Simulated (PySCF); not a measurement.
Species: C₃H₇P.
Atom-mapped SMILES: `[CH3:1][P:2]1[CH2:3][CH2:4]1`

Structure used (PBE0-D3(BJ)/def2-SVP), in Å, numbered top down from 1:
```
atom  x, y, z in Å
C1     1.536    0.152    0.093
P2    -0.048   -0.244    0.977
C3    -1.111   -0.757   -0.451
C4    -1.255    0.685   -0.077
H5     1.384    0.382   -0.972
H6     2.225   -0.703    0.175
H7     2.018    1.017    0.575
H8    -1.938   -1.433   -0.211
H9    -0.612   -1.000   -1.395
H10   -2.183    0.997    0.415
H11   -0.853    1.439   -0.761
```

NICS = −σ at a ghost point: NICS(0) at the centroid of the ring atoms, NICS(1) 1 Å to either side along the normal of their mean plane, zz for the tensor component along that normal. Level: GIAO HF/pcSseg-2 (PySCF, non-relativistic, gas phase) on the PBE0-D3(BJ)/def2-SVP geometry, one conformer.

Ring bond lengths (Å): P2–C3 1.853, C3–C4 1.497, C4–P2 1.853.

Question: What do the NICS probes read (ppm)?

Answer: 
```
    ring                                             type  NICS(0)  NICS(1), two faces  NICS(1)zz, two faces  rms pucker (Å)  centre to ring atoms, mean (Å)
P2–C3–C4  3-membered ring with P; formal bonds all single    -38.4        -9.9 / -10.6         -23.9 / -26.4            0.00                            1.00
```

Question: What can be read from them?

Answer: 
- P2–C3–C4: mean NICS(1)zz -25.1 ppm, shielded. C3, C4 have four or more neighbours; no verdict on aromaticity is drawn. NICS(0) lies 28 ppm below the mean NICS(1).

Question: What field does 9.4 T along the ring normal induce along that normal at the first NICS(1) probe listed for ring P2–C3–C4, 1 Å off the ring?

Answer: NICSzz × B0 = -23.9 ppm × 9.4 T = -225 μT, against the applied field.

Question: What are the shieldings of the ring atoms and their hydrogens in the same run (means over atoms taken as equivalent)?

Answer: 
| atoms | environment | σ isotropic (ppm) |
| --- | --- | --- |
| P2 | phosphine phosphorus | 623.0 |
| C3 (×2) | sp3 carbon bound to phosphorus | 187.1 |
| H8 (×4) | methylene hydrogen | 31.08 |

Question: How do the values depend on the level or the medium?

Answer: 
```csv
level,"NICS(0), P2–C3–C4","mean NICS(1)zz, P2–C3–C4"
"HF/pcSseg-2, gas",-38.4,-25.1
"PBE0/pcSseg-1, gas",-38.8,-24.2
"PBE0/pcSseg-1, IEF-PCM acetonitrile",-39.2,-24.4
"PBE0/pcSseg-1, IEF-PCM methanol",-39.2,-24.4
```

The geometry is the same throughout; the continuum's cavity takes Bondi-type radii × 1.2.
